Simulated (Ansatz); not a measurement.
# HO+ (singlet): wave-function methods side by side at distance O1–H2 = 1.037 Å, aug-cc-pVDZ

One table from this session's results is given with a row withheld; the runs are named, their logs left out.

Computed with Ansatz 0.2.0, Gaussian basis. Level: aug-cc-pVDZ, core rule «outside noble gas», up to 1 orbitals frozen.

The runs, in order: UHF; CCSD(T) on RHF; CCSD(T) on UHF; BCCD(T) on RHF; CISD; CCSDT(Q) on RHF; CCSDT(Q) on UHF; CASSCF and MRCISD+Q, 2 electrons in 2 orbitals; CASSCF and NEVPT2, 2 electrons in 2 orbitals; CASSCF and MRCISD+Q, 6 electrons in 5 orbitals; CASSCF and NEVPT2, 6 electrons in 5 orbitals; Full CI; Full CI in the symmetry of the determinant.

30 further runs of the same task are left out: 2 for a known fault of the program, 18 that didn't finish, 10 set aside as unsound or not needed.

### The geometry

The geometry derives from a PBE0/def2-TZVP stationary point (not a proven minimum). One bond is set to the value named and the two fragments are kept rigid.

2 atoms, charge 1, spin multiplicity 1.

Atoms are counted from 1 here; the program's logs count them from 0.

Bond lengths: O1–H2 1.037 Å.

Set-up of the first run:

in.yaml reads:

```yaml
crystal:
  periodic: [false, false, false]
  atoms:
    - {symbol: O, position_ang: [0.000000, 0.000000, 0.000000]}
    - {symbol: H, position_ang: [0.000000, 0.000000, 1.036612]}
basis:
  gaussian: {orbitals: aug-cc-pVDZ}
total_charge: 1
magnetization: {spin_polarized: true, initial_magnetization: 0}
hamiltonian: {xc: hf}
output: {orbitals: {seedname: orbitals}}
```

The run is started by

```bash
> ansatz run in.yaml --threads 1 --pin off --events-out ev --progress --plain --max-ram 2393MiB
```

Among the steps run: UHF; CCSD(T) on RHF; CCSD(T) on UHF; BCCD(T) on RHF; CISD; CCSDT(Q) on RHF; CCSDT(Q) on UHF; CASSCF and MRCISD+Q, 2 electrons in 2 orbitals; CASSCF and NEVPT2, 2 electrons in 2 orbitals; CASSCF and MRCISD+Q, 6 electrons in 5 orbitals; CASSCF and NEVPT2, 6 electrons in 5 orbitals; Full CI; Full CI in the symmetry of the determinant.

One of the session's tables, all rows but one given; the rest of the session is left out.

```
          method  from FCI (kcal/mol)
             RHF              +115.58
            RMP2               +33.97
            CISD                    ?
           RCCSD               +11.43
        RCCSD(T)                +5.45
         BCCD(T)                +5.47
          RCCSDT                +0.26
       RCCSDT(Q)                -0.10
     CASSCF pair               +88.87
     NEVPT2 pair               +11.37
     MRCISD pair                +3.02
   MRCISD+Q pair                -0.25
  CASSCF valence               +75.04
  NEVPT2 valence               +12.53
  MRCISD valence                +2.15
MRCISD+Q valence                -0.08
             FCI                    0
```

Estimate the missing values for CISD.

The run gave: from FCI (kcal/mol): +17.00. In the column «from FCI (kcal/mol)» it lies between NEVPT2 valence (+12.53) and RMP2 (+33.97).

Among the levels timed on like hardware and quicker than the yardstick, those that no quicker one beats, quickest first: NEVPT2 pair (0.27 s, +11.37 kcal/mol); BCCD(T) (0.39 s, +5.47 kcal/mol); RCCSD(T) (0.48 s, +5.45 kcal/mol); MRCISD+Q valence (0.6 s, -0.08 kcal/mol). Runs this short are mostly start-up, so their order is noise.

Left out of the table: UHF, UMP2, UCCSD, UCCSD(T), UCCSDT, UCCSDT(Q) (another determinant or state than the rows shown).

To keep in mind: The report flags that the cluster equations may have other roots. The yardstick is full CI for this spin, exact in this basis with these frozen cores. The program flags RCCSDT(Q) as in doubt, so those rows may rest on another solution; read them beside their warnings. RCCSDT(Q), MRCISD+Q pair, MRCISD+Q valence fall below full CI, which methods that aren't variational can do. Of the multireference levels listed MRCISD+Q valence comes nearest in total energy (-0.08 kcal/mol), which doesn't show that its space is the better one. Warnings in the runs' records: large difference, other roots, lower state.
